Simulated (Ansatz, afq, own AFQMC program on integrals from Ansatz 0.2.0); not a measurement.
Two steps: Ansatz 0.2.0 writes the Fock matrix and Cholesky factors of the valence space, and afq projects on them the lowest state that overlaps trial and start.

```yaml
crystal:
  periodic: [false, false, false]
  atoms:
    - {symbol: Ge, position_ang: [0.000000, 0.017537, 0.449315]}
    - {symbol: O, position_ang: [0.000000, -0.140390, -1.883318]}
    - {symbol: H, position_ang: [0.000000, 0.964618, -2.486502]}
basis:
  gaussian: {orbitals: cc-pVDZ}
magnetization: {spin_polarized: false, initial_magnetization: 1}
correlation: {method: ccsd_t, electrons: outside_noble_gas, hamiltonian_folder: ham}
```

```sh
$ ansatz run in.yaml --threads 1 --pin off --events-out ev --progress --plain --max-ram 1382MiB
```

afq runs on the folder ham with

```
--method phaseless --trial cisd --walkers 60 --populations 1 --least-time 40 --time-step 0.005 --steps-per-block 50 --equilibration-blocks 40 --max-blocks 300 --target-error 0.0008 --factor-cut 1e-05 --start spin_pure --seed 5326 --release-times 0.24,0.51,0.99,1.62,2.4 --release-step 0.03 --release-every 4 --taylor-order 6
```

Times are imaginary, in 1/Eh. The walk had a cap of 774 s. Filled inner d shells are frozen with the cores.

afq prints:

```
orbitals 31  electrons 6 5  factors 217 of 504
reference energy -2150.64749952 Eh
CCSD correlation -0.29336915 Eh in 19 cycles, weight of the determinant in the CISD state 0.8284
energy of the start -2150.940860 Eh
 block  time / (1/Eh)  mean weight  energy / Eh
     1     0.250  0.9981  -2150.937082
     2     0.500  0.9999  -2150.940341
     3     0.750  0.9981  -2150.941941
     4     1.000  0.9999  -2150.947292
     5     1.250  1.0005  -2150.946571
     8     2.000  1.0010  -2150.940506
    17     4.250  1.0007  -2150.955385
    41    10.250  0.9999  -2150.976771
    65    16.250  0.9984  -2150.947192
    89    22.250  1.0029  -2150.942452
   113    28.250  0.9983  -2150.963622
   137    34.250  1.0002  -2150.941797
   161    40.250  1.0028  -2150.951156
   185    46.250  0.9993  -2150.957667
   209    52.250  0.9996  -2150.958839
   225    56.250  1.0014  -2150.933004
   233    58.250  1.0015  -2150.941820
   257    64.250  0.9993  -2150.946118
   281    70.250  1.0022  -2150.954503
   305    76.250  1.0015  -2150.950977
   329    82.250  1.0022  -2150.960107
   337    84.250  1.0026  -2150.935192
blocks merged  error / Eh  count
     1  0.000679  300
     2  0.000781  150
     4  0.000875  75
     8  0.000938  37
    16  0.000903  18
    32  0.000978  9
released: time / (1/Eh)  energy / Eh  error  mean overlap
  0.24  -2150.955061  0.001625  0.9978
  0.51  -2150.954564  0.001215  1.0027
  0.99  -2150.955536  0.001582  0.9917
  1.62  -2150.954166  0.001726  1.0077
  2.40  -2150.953968  0.002885  1.0413
energy -2150.952237 +/- 0.000938 Eh
(rows thinned)
```

The run passed its tests (sampling time, drift between the halves within three errors, error under three times the target), which doesn't prove that it has relaxed. The second half of the sampling lies above the first by 2.1 errors of their difference, so the energy may still be moving and its error bar be too small.

Against this walk (error 25.5 meV) on the same determinant: CCSD(T) 37.5 meV lower (within the noise), CCSDT(Q) 128.7 meV lower. The error is statistical and leaves out the bias of the constraint. None of these is a sure reference here. Released to 1.62 1/Eh the energy moves by -52 ± 53 meV (both errors), within twice the noise.

Cautions: constraint bias not in the error; error above the target (25.5 against 21.8 meV); no relativity below Rb; no spin-orbit coupling; inner d shell frozen; higher spins were not checked; a spin-contaminated unrestricted determinant lies lower (UHF 130 meV lower, ⟨S²⟩ 1.06); strong correlation (T1 0.050, weight of the determinant 0.83, largest double 0.11); CCSDT(Q) on the UHF determinant differs (52 meV lower), perhaps since the unrestricted series falls towards higher spin; the bias of populations of 60 walkers isn't removed.

The walk took 5.3 min on 1 thread of Arm Neoverse V1, with other jobs on the host. The log's last line is the phaseless energy.

CCSDT and higher add their correlation energy to the determinant of the CCSD(T) run, since their own runs factorise the integrals more tightly (a shift of under 2 meV). A walk keeps the symmetry of its determinant, which the program's search chose and which needn't be the lowest solution, so a lower state of the same spin and another symmetry isn't excluded.
